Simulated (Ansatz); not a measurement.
Species, as SMILES: FCl (F-Cl).
Geometry (B3LYP-D3(BJ)/def2-TZVP, fixed):
```
F
Cl 1 1.6409
```
Charge 0, spin multiplicity 1.

Basis-set convergence of the dipole moment at PBE with Ansatz (a program for electronic structure). Dipoles come from the density behind the forces; the sign is taken along the dipole that this method gives in the largest set. Cartesian d functions, on some or all atoms, in 6-31+G*, 6-311+G**; all else is spherical. No added dispersion term, no relativity. Reference: the value in aug-pcseg-3, 0.757 D, itself unsure by roughly 0.001 D (its mean distance from aug-cc-pV(Q+d)Z, def2-QZVPPD). Deviations are taken from unrounded values.

```json
[
 {"basis": "def2-SVP", "functions": "32"},
 {"basis": "6-31+G*", "functions": "42"},
 {"basis": "def2-SVPD", "functions": "50"},
 {"basis": "6-311+G**", "functions": "53"},
 {"basis": "6-311++G(2d,2p)", "functions": "62"},
 {"basis": "def2-TZVP", "functions": "68"},
 {"basis": "def2-TZVPP", "functions": "73"},
 {"basis": "6-311++G(3df,3pd)", "functions": "86"},
 {"basis": "def2-TZVPD", "functions": "86"},
 {"basis": "def2-TZVPPD", "functions": "91"},
 {"basis": "def2-QZVPP", "functions": "127"},
 {"basis": "def2-QZVPPD", "functions": "145"}
]
```

Which is the smallest set listed that can be trusted to 0.05 D here, that is, within that of the reference together with its larger relatives (same family, alike in diffuse functions; a set with none to test it counts only in the reference's own line)?

The smallest set listed that lies within 0.05 D of the reference with all its larger relatives (same family, alike in diffuse functions; a set with none counts only in the reference's own line) is def2-TZVPD (86 functions, 0.004 D off). Inside, with no larger relative to test it: 6-311++G(3df,3pd), def2-QZVPP. Value minus reference: def2-SVP 0.260, 6-31+G* 0.231, def2-SVPD 0.063, 6-311+G** 0.309, 6-311++G(2d,2p) 0.105, def2-TZVP 0.101, def2-TZVPP 0.097, 6-311++G(3df,3pd) 0.010, def2-TZVPD 0.004, def2-TZVPPD 0.004, def2-QZVPP 0.031, def2-QZVPPD -0.002 D.
